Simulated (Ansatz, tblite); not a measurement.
# The cluster SnTe₂−: competing shapes, part 2 of 2

Which shape does the cluster SnTe₂− prefer? Candidates from a tight-binding search are relaxed and compared.

Ansatz 0.2.0, Gaussian basis; relaxed with PBE-D4/def2-SVPD, doublet. The steps go on from the part before.

**8. Candidate B, PBE-D4/def2-TZVPD**

The input, in.yaml:

```yaml
crystal:
  periodic: [false, false, false]
  atoms:
    - {symbol: Sn, position_ang: [-1.745389, -1.542263, -0.059215]}
    - {symbol: Te, position_ang: [0.933355, 2.150039, 0.015732]}
    - {symbol: Te, position_ang: [0.812034, -0.607766, 0.043493]}
basis:
  gaussian: {orbitals: def2-TZVPD, initial_orbitals: start.molden}
total_charge: -1
magnetization: {spin_polarized: true, initial_magnetization: 1}
hamiltonian: {xc: pbe, dispersion: d4}
scf: {omitted_lower_state_checks: [starts]}
output: {forces: true, orbitals: {seedname: orbitals}}
```

The run is started by

```console
$ ansatz run in.yaml --threads 4 --pin off --events-out ev --progress --plain --max-ram 3916MiB
```

Output:

```text
Functional definition: PBE
  name "PBE"
  cite "Perdew, Burke & Ernzerhof, Phys. Rev. Lett. 77, 3865 (1996) doi:10.1103/PhysRevLett.77.3865"
  parent pbe
  parameter kappa = 0.804
  parameter beta = 0.06672455060314922
  exchange = pbe_x(kappa = kappa, mu = beta*pi^2/3)
  correlation = pbe_c(beta = beta)
these checks for a lower state are left out or cut short: starts
1302 factors; their error is unknown
mean field evaluation 1: about -20421.4891 eV, gradient 4.8e0 eV
mean field evaluation 2: about -20421.5958 eV, gradient 2.0e-1 eV
mean field evaluation 4: about -20421.5896 eV, gradient 8.5e-2 eV
mean field evaluation 8: about -20421.5896 eV, gradient 1.5e-5 eV
mean field -20421.58963455 eV, -750.4795768190 hartree, gradient 1.3e-5 eV, S^2 0.799576; 0 other end points of the search recorded, 0 dependent functions left out
the calculation of the forces begins
reference -20421.58968108 eV, -750.4795785291 hartree; 36, 35 occupied and 138, 139 virtual orbitals, 1302 factors
Total energy: -20421.75584494 eV, -750.4856849381 hartree
Atom 0 at    -1.745389    -1.542263    -0.059215 Å, force     0.131198     0.046367     0.005288 eV/Å
Atom 1 at     0.933355     2.150039     0.015732 Å, force    -0.007306    -0.199239     0.002071 eV/Å
Atom 2 at     0.812034    -0.607766     0.043493 Å, force    -0.123892     0.152872    -0.007359 eV/Å
Dipole moment:    -0.243742    -0.593667    -0.003720 e Å
Checks for a lower state left out: starts
```

It took 3.7 s on 4 threads of Arm Neoverse V2, shared host.

Report: HOMO -0.25 eV, LUMO 0.45 eV (over both spins); ⟨S²⟩ 0.800 (pure: 0.75).

**9. Candidate B, r2SCAN-D4/def2-TZVPD**

in.yaml: that of step 8 with these lines changed.

```diff
@@ -10,4 +10,4 @@
 magnetization: {spin_polarized: true, initial_magnetization: 1}
-hamiltonian: {xc: pbe, dispersion: d4}
+hamiltonian: {xc: r2scan, dispersion: d4}
 scf: {omitted_lower_state_checks: [starts]}
-output: {forces: true, orbitals: {seedname: orbitals}}
+output: {orbitals: {seedname: orbitals}}
```

The command is unchanged.

Output:

```text
Functional definition: r2SCAN
  name "r2SCAN"
  cite "Furness, Kaplan, Ning, Perdew & Sun, J. Phys. Chem. Lett. 11, 8208 (2020) doi:10.1021/acs.jpclett.0c02405"
  cite "Furness, Kaplan, Ning, Perdew & Sun, J. Phys. Chem. Lett. 11, 9248 (2020) doi:10.1021/acs.jpclett.0c03077"
  parent r2scan
  parameter k0 = 0.174
  parameter k1 = 0.065
  parameter a1 = 4.9479
  exchange = r2scan_x(k0 = k0, k1 = k1, a1 = a1)
  correlation = r2scan_c
these checks for a lower state are left out or cut short: starts
1302 factors; their error is unknown
mean field evaluation 1: about -20429.7002 eV, gradient 4.3e0 eV
mean field evaluation 2: about -20429.7612 eV, gradient 1.2e-1 eV
mean field evaluation 4: about -20429.7555 eV, gradient 3.9e-2 eV
mean field evaluation 8: about -20429.7555 eV, gradient 2.5e-5 eV
mean field -20429.75551346 eV, -750.7796673341 hartree, gradient 2.5e-5 eV, S^2 0.891225; 0 other end points of the search recorded, 0 dependent functions left out
reference -20429.75556073 eV, -750.7796690710 hartree; 36, 35 occupied and 138, 139 virtual orbitals, 1302 factors
Total energy: -20429.78585799 eV, -750.7807824749 hartree
Checks for a lower state left out: starts
```

Wall time 8 s (4 threads of Arm Neoverse V2, shared host).

Report: HOMO -0.51 eV, LUMO 0.37 eV (over both spins); ⟨S²⟩ 0.891 (pure: 0.75).

**10. Candidate B, BHLYP-D4/def2-TZVPD**

in.yaml: that of step 9 with these lines changed.

```diff
@@ -10,3 +10,3 @@
 magnetization: {spin_polarized: true, initial_magnetization: 1}
-hamiltonian: {xc: r2scan, dispersion: d4}
+hamiltonian: {xc: {name: BHLYP}, dispersion: d4}
 scf: {omitted_lower_state_checks: [starts]}
```

The command is unchanged.

Output:

```text
Functional definition: BHLYP
  name "BHLYP"
  cite "Becke, J. Chem. Phys. 98, 1372 (1993) doi:10.1063/1.464304"
  cite "Becke, Phys. Rev. A 38, 3098 (1988) doi:10.1103/PhysRevA.38.3098"
  cite "Lee, Yang & Parr, Phys. Rev. B 37, 785 (1988) doi:10.1103/PhysRevB.37.785"
  parameter a = 0.5
  exchange = (1 - a)*b88_x + a*exact_x
  correlation = lyp_c
these checks for a lower state are left out or cut short: starts
1614 factors; their error is unknown
mean field evaluation 1: about -20415.6926 eV, gradient 4.1e0 eV
mean field evaluation 2: about -20415.7692 eV, gradient 2.0e-1 eV
mean field evaluation 4: about -20416.5735 eV, gradient 9.3e-1 eV
mean field evaluation 8: about -20416.5747 eV, gradient 3.5e-5 eV
mean field -20416.57472190 eV, -750.2952821786 hartree, gradient 1.0e-5 eV, S^2 0.773679; 0 other end points of the search recorded, 0 dependent functions left out
reference -20416.57486744 eV, -750.2952875269 hartree; 36, 35 occupied and 138, 139 virtual orbitals, 1614 factors
Total energy: -20416.91816880 eV, -750.3079036193 hartree
Checks for a lower state left out: starts
```

It took 15 s on 4 threads of Arm Neoverse V2, shared host; peak memory 1 GiB.

From the report: HOMO -1.68 eV, LUMO 1.53 eV (over both spins); ⟨S²⟩ 0.774 (pure: 0.75).

**11. Candidate B, LC-ωPBE/def2-TZVPD**

in.yaml: that of step 10 with these lines changed.

```diff
@@ -10,3 +10,3 @@
 magnetization: {spin_polarized: true, initial_magnetization: 1}
-hamiltonian: {xc: {name: BHLYP}, dispersion: d4}
+hamiltonian: {xc: {name: LC-wPBE}}
 scf: {omitted_lower_state_checks: [starts]}
```

Launched as before.

Output:

```text
Functional definition: LC-wPBE
  name "LC-wPBE"
  cite "Vydrov & Scuseria, J. Chem. Phys. 125, 234109 (2006) doi:10.1063/1.2409292"
  cite "Heyd & Scuseria, J. Chem. Phys. 120, 7274 (2004) doi:10.1063/1.1668634"
  cite "Ernzerhof & Perdew, J. Chem. Phys. 109, 3313 (1998) doi:10.1063/1.476928"
  cite "Perdew, Burke & Ernzerhof, Phys. Rev. Lett. 77, 3865 (1996) doi:10.1103/PhysRevLett.77.3865"
  parent pbe
  parameter omega = 0.4/bohr
  exchange = pbe_x_sr(omega) + exact_x_lr(omega)
  correlation = pbe_c
these checks for a lower state are left out or cut short: starts
1302 factors; their error is unknown
457 factors; integrals over basis functions are off by at most 1.0e-4 eV
mean field evaluation 1: about -20423.3783 eV, gradient 4.5e0 eV
mean field evaluation 2: about -20423.6383 eV, gradient 5.1e-1 eV
mean field evaluation 4: about -20423.6372 eV, gradient 7.0e-2 eV
mean field evaluation 8: about -20423.6373 eV, gradient 1.7e-5 eV
mean field -20423.63726838 eV, -750.5548259742 hartree, gradient 1.6e-5 eV, S^2 0.779241; 0 other end points of the search recorded, 0 dependent functions left out
reference -20423.63726838 eV, -750.5548259744 hartree; 36, 35 occupied and 138, 139 virtual orbitals, 1302 factors
Total energy: -20423.63726838 eV, -750.5548259744 hartree
Checks for a lower state left out: starts
```

It took 10 s on 4 threads of Arm Neoverse V2, shared host; peak memory 0.69 GiB.

Report: HOMO -3.11 eV, LUMO 2.50 eV (over both spins); ⟨S²⟩ 0.779 (pure: 0.75).

**12. Candidate B, CCSD(T)/def2-SVPD**

The input, in.yaml:

```yaml
crystal:
  periodic: [false, false, false]
  atoms:
    - {symbol: Sn, position_ang: [-1.745389, -1.542263, -0.059215]}
    - {symbol: Te, position_ang: [0.933355, 2.150039, 0.015732]}
    - {symbol: Te, position_ang: [0.812034, -0.607766, 0.043493]}
basis:
  gaussian: {orbitals: def2-SVPD, initial_orbitals: start.molden}
total_charge: -1
magnetization: {spin_polarized: true, initial_magnetization: 1}
correlation: {method: ccsd_t}
scf: {omitted_lower_state_checks: [starts, cluster_reference]}
output: {orbitals: {seedname: orbitals}}
```

The command is unchanged.

Output:

```text
Functional definition: HF
  name "HF"
  cite "Fock, Z. Phys. 61, 126 (1930) doi:10.1007/BF01340294"
  parent pbe
  exchange = exact_x
  correlation = 0
these checks for a lower state are left out or cut short: starts, cluster_reference
1314 factors; integrals over basis functions are off by at most 1.6e-4 eV
mean field evaluation 1: about -20338.4135 eV, gradient 2.4e1 eV
mean field evaluation 2: about -20339.1017 eV, gradient 1.2e0 eV
mean field evaluation 4: about -20339.3592 eV, gradient 7.3e-1 eV
mean field evaluation 8: about -20339.3667 eV, gradient 1.1e-3 eV
mean field -20339.36665204 eV, -747.4579379446 hartree, gradient 3.2e-6 eV, S^2 0.831085; 0 other end points of the search recorded, 0 dependent functions left out
12 core orbitals not correlated: weight in the atoms' cores, before any rotation towards them, 1.000 or more for the frozen orbitals, at most 0.000 for the correlated occupied ones
reference -20339.36665204 eV, -747.4579379446 hartree; 24, 23 occupied and 66, 67 virtual orbitals, 1314 factors
second order -8.91424064 eV of doubles, -0.00000000 eV of singles
cycle   1  -9.17052940 eV  change   -2.6e-1 eV  update   1.3e-1
cycle   2  -9.47761075 eV  change   -3.1e-1 eV  update   4.7e-2
cycle   3  -9.58848382 eV  change   -1.1e-1 eV  update   4.1e-2
cycle   4  -9.59853278 eV  change   -1.0e-2 eV  update   2.0e-2
cycle   5  -9.59604441 eV  change    2.5e-3 eV  update   1.4e-2
cycle   6  -9.60191481 eV  change   -5.9e-3 eV  update   7.0e-3
cycle   7  -9.60334200 eV  change   -1.4e-3 eV  update   3.3e-3
cycle   8  -9.60345031 eV  change   -1.1e-4 eV  update   1.4e-3
cycle   9  -9.60383972 eV  change   -3.9e-4 eV  update   6.6e-4
cycle  10  -9.60375269 eV  change    8.7e-5 eV  update   2.9e-4
cycle  11  -9.60368147 eV  change    7.1e-5 eV  update   1.5e-4
cycle  12  -9.60373624 eV  change   -5.5e-5 eV  update   8.3e-5
cycle  13  -9.60374231 eV  change   -6.1e-6 eV  update   4.9e-5
perturbative correction -0.48779879 eV, -0.0179262747 hartree
Total energy: -20349.45819313 eV, -747.8287952395 hartree
Checks for a lower state left out: starts, cluster_reference
```

Run time: 17 s. Hardware: 4 threads of Arm Neoverse V2, shared host; peak memory 0.94 GiB.

Report: Hartree-Fock HOMO -2.72 eV, LUMO 3.16 eV (over both spins); ⟨S²⟩ 0.831 (pure: 0.75); T1 0.024.

**13. B against A**

The energies of A at these levels come from its own runs, whose logs aren't repeated here.

Differences are taken before rounding.

| method | B above A (kJ/mol) | from CCSD(T)/def2-SVPD (kJ/mol) | time |
| --- | --- | --- | --- |
| GFN1-xTB | 151.9 | +52.1 | 0.006 s |
| GFN2-xTB | 72.7 | -27.1 | 0.013 s |
| HF/def2-SVPD | 86.7 | -13.1 |  |
| PBE-D4/def2-TZVPD | 87.6 | -12.3 | 6.5 s |
| r2SCAN-D4/def2-TZVPD | 94.5 | -5.3 | 14 s |
| PBE0-D4/def2-TZVPD | 91.6 | -8.3 | 9.9 s |
| BHLYP-D4/def2-TZVPD | 92.5 | -7.4 | 22 s |
| LC-ωPBE/def2-TZVPD | 89.8 | -10.1 | 19 s |
| MP2/def2-SVPD | 109.7 | +9.8 |  |
| CCSD/def2-SVPD | 96.4 | -3.4 |  |
| CCSD(T)/def2-SVPD | 99.8 | 0 | 30 s |

Among the levels timed on like hardware and quicker than the yardstick, those that no quicker one beats, quickest first: GFN1-xTB (0.006 s, +52.1 kJ/mol); GFN2-xTB (0.013 s, -27.1 kJ/mol); PBE-D4/def2-TZVPD (6.5 s, -12.3 kJ/mol); PBE0-D4/def2-TZVPD (9.9 s, -8.3 kJ/mol); r2SCAN-D4/def2-TZVPD (14 s, -5.3 kJ/mol).

Times add the two runs; a level without a time comes out of a correlated run.

**14. Outcome**

What follows sums up all 2 parts.

| quantity | value |
| --- | --- |
| B above A, CCSD(T)/def2-SVPD | +99.8 kJ/mol |
| levels that put B lower | none |

**Reading.** All levels free of doubt put A (C2v) below B (Cs), by 72.7 to 151.9 kJ/mol. The yardstick is in a double-zeta basis, so levels in larger sets aren't compared like for like. The reference is CCSD(T) in one finite basis, so it carries an error of its own, often a tenth of an eV or more, and near misses can't be ranked. A random search of this size may have missed the true lowest shape. Only doublets are compared; another spin may lie lower and prefer another shape.
